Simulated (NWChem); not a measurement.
System meant: C₃H₇, doublet; SMILES [CH](C)C

NWChem input:

```
start job
memory heap 200 mb stack 900 mb global 1100 mb
geometry units angstroms noautoz
  C      0.192645     0.015844     1.301326
  C     -0.523795    -0.134293     0.000000
  C      0.192645     0.015844    -1.301326
  H     -0.399873    -0.364267     2.141453
  H      1.154758    -0.516075     1.295644
  H      0.428381     1.072096     1.529952
  H     -1.611037    -0.101280     0.000000
  H     -0.399873    -0.364267    -2.141453
  H      0.428381     1.072096    -1.529952
  H      1.154758    -0.516075    -1.295644
end
basis spherical
  * library def2-svp
end
dft
  odft
  mult 2
  xc pbe0
  iterations 4
  mulliken
end
task dft energy
```

End of the output:

```
     --------------------------
     Expectation value of S2:
     --------------------------
      <S2> =      0.7545 (Exact =     0.7500)

 center of mass
 --------------
 x =  -0.03592124 y =  -0.01100195 z =   0.00000000

 moments of inertia (a.u.)
 ------------------
         218.385573799928          -0.000000000000           0.000000000000
          -0.000000000000         243.956288903871           0.000000000000
           0.000000000000           0.000000000000          48.184165697254

     Multipole analysis of the density
     ---------------------------------

     L   x y z        total         alpha         beta         nuclear
     -   - - -        -----         -----         ----         -------
     0   0 0 0     -0.000000    -13.000000    -12.000000     25.000000

     1   1 0 0      0.060263      0.401922     -0.341659      0.000000
     1   0 1 0      0.081148      0.082436     -0.001289      0.000000
     1   0 0 1     -0.000000      0.000000     -0.000000     -0.000000

     2   2 0 0    -15.191713    -23.124881    -21.066555     28.999723
     2   1 1 0     -0.200014     -0.209134      0.434112     -0.424991
     2   1 0 1     -0.000000     -0.000000      0.000000     -0.000000
     2   0 2 0    -15.927787    -14.860574    -12.257436     11.190222
     2   0 1 1      0.000000     -0.000000      0.000000      0.000000
     2   0 0 2    -15.164011    -75.615652    -73.577285    134.028926

 ------------------------------------------------------------------------
 dft energy failed                                                                                  0
 ------------------------------------------------------------------------
 ------------------------------------------------------------------------
  current input line :
    25: task dft energy
 ------------------------------------------------------------------------
 ------------------------------------------------------------------------
 This type of error is most commonly associated with calculations not reaching convergence criteria
 ------------------------------------------------------------------------
 For more information see the NWChem manual at https://nwchemgit.github.io

0:dft energy failed:Received an Error in Communication
```

Task: Find the fault in this run and fix the input.

Result: The run did not converge; its last values are not results. Cause: the SCF was allowed too few iterations. This input runs:
```
start job
memory heap 200 mb stack 900 mb global 1100 mb
geometry units angstroms noautoz
  C      0.192645     0.015844     1.301326
  C     -0.523795    -0.134293     0.000000
  C      0.192645     0.015844    -1.301326
  H     -0.399873    -0.364267     2.141453
  H      1.154758    -0.516075     1.295644
  H      0.428381     1.072096     1.529952
  H     -1.611037    -0.101280     0.000000
  H     -0.399873    -0.364267    -2.141453
  H      0.428381     1.072096    -1.529952
  H      1.154758    -0.516075    -1.295644
end
basis spherical
  * library def2-svp
end
dft
  odft
  mult 2
  xc pbe0
  iterations 150
  mulliken
end
task dft energy
```
It converges to -118.24018 Ha (PBE0/def2-SVP, spin-unrestricted).
